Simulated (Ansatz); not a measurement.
Ansatz (a first-principles code) input (CCSD(T)/aug-cc-pV(D+d)Z):
A basis named .json is the Basis Set Exchange file of that set.

Ansatz 0.2 input:
```yaml
crystal:
  periodic: [false, false, false]
  atoms:
    - {symbol: C, position_ang: [1.54226198, 0.72996162, 0.05913173]}
    - {symbol: C, position_ang: [0.03147153, 0.87647747, 0.07696837]}
    - {symbol: S, position_ang: [-0.75215962, -0.79176236, -0.15332890]}
    - {symbol: H, position_ang: [-2.03095721, -0.51767938, 0.19283843]}
    - {symbol: H, position_ang: [-0.35906008, 1.29008580, 1.00363141]}
    - {symbol: H, position_ang: [-0.34842124, 1.44480575, -0.77233556]}
    - {symbol: H, position_ang: [1.97076533, 1.73043328, 0.13310748]}
    - {symbol: H, position_ang: [1.90704565, 0.14971257, 0.90670344]}
    - {symbol: H, position_ang: [1.90018607, 0.28177778, -0.86753168]}
    - {symbol: H, position_ang: [-0.44740576, -1.34957244, 1.04024839]}
basis:
  gaussian:
    orbitals: aug-cc-pV_D+d_Z.json
total_charge: 1
magnetization: {spin_polarized: false}
correlation: {method: ccsd_t, electrons: outside_noble_gas}
output: {forces: true}
```

End of the output:

```
integrals: 0.35 GiB planned
1374 factors; integrals over basis functions are off by at most 7.4e-4 eV
mean field: 0.56 GiB planned
mean field evaluation 1: about -12976.7383 eV, gradient 4.4e1 eV
mean field evaluation 2: about -12976.7920 eV, gradient 4.4e1 eV
mean field evaluation 4: about -12982.1680 eV, gradient 3.4e0 eV
mean field evaluation 8: about -12982.2285 eV, gradient 2.5e-1 eV
mean field evaluation 16: about -12976.7384 eV, gradient 4.4e1 eV
mean field -12982.22889073 eV, -477.0881120634 hartree, gradient 1.6e-6 eV, S^2 0.000000; 0 other end points of the search recorded, 0 dependent functions left out
7 core orbitals not correlated
reference -12982.22889073 eV, -477.0881120634 hartree; 10, 10 occupied and 124, 124 virtual orbitals, 1374 factors
densities: 1.91 GiB planned
second order -12.13459696 eV of doubles, -0.00000000 eV of singles
coupled cluster: 0.99 GiB planned
cycle   1  -13.13335546 eV  change    -1.0e0 eV  update   7.6e-2
cycle   2  -13.52804559 eV  change   -3.9e-1 eV  update   2.4e-2
cycle   3  -13.57073464 eV  change   -4.3e-2 eV  update   7.5e-3
cycle   4  -13.57041170 eV  change    3.2e-4 eV  update   2.2e-3
cycle   5  -13.57009136 eV  change    3.2e-4 eV  update   7.0e-4
cycle   6  -13.56999218 eV  change    9.9e-5 eV  update   2.6e-4
cycle   7  -13.56998766 eV  change    4.5e-6 eV  update   8.3e-5
cycle   8  -13.56999475 eV  change   -7.1e-6 eV  update   2.9e-5
cycle   9  -13.56998929 eV  change    5.5e-6 eV  update   8.8e-6
perturbative correction -0.43653214 eV, -0.0160422601 hartree
the calculation of the forces begins
Total energy: -12996.23541215 eV, -477.6028422319 hartree
Atom 0 at     1.542262     0.729962     0.059132 Å, force     0.036578     0.004464    -0.008596 eV/Å
Atom 1 at     0.031472     0.876477     0.076968 Å, force    -0.140083    -0.206142    -0.001122 eV/Å
Atom 2 at    -0.752160    -0.791762    -0.153329 Å, force     0.073928    -0.164168    -0.265272 eV/Å
Atom 3 at    -2.030957    -0.517679     0.192838 Å, force    -0.158246     0.063084     0.049136 eV/Å
Atom 4 at    -0.359060     1.290086     1.003631 Å, force    -0.159741     0.177668     0.420788 eV/Å
Atom 5 at    -0.348421     1.444806    -0.772336 Å, force    -0.150661     0.244566    -0.373078 eV/Å
Atom 6 at     1.970765     1.730433     0.133107 Å, force     0.169011     0.417996     0.034667 eV/Å
Atom 7 at     1.907046     0.149713     0.906703 Å, force     0.139679    -0.271321     0.383803 eV/Å
Atom 8 at     1.900186     0.281778    -0.867532 Å, force     0.133996    -0.209768    -0.416119 eV/Å
Atom 9 at    -0.447406    -1.349572     1.040248 Å, force     0.055539    -0.056379     0.175791 eV/Å
Dipole moment:    -0.424887    -0.134553     0.200913 e Å
```

It need not be the lowest isomer of its formula.
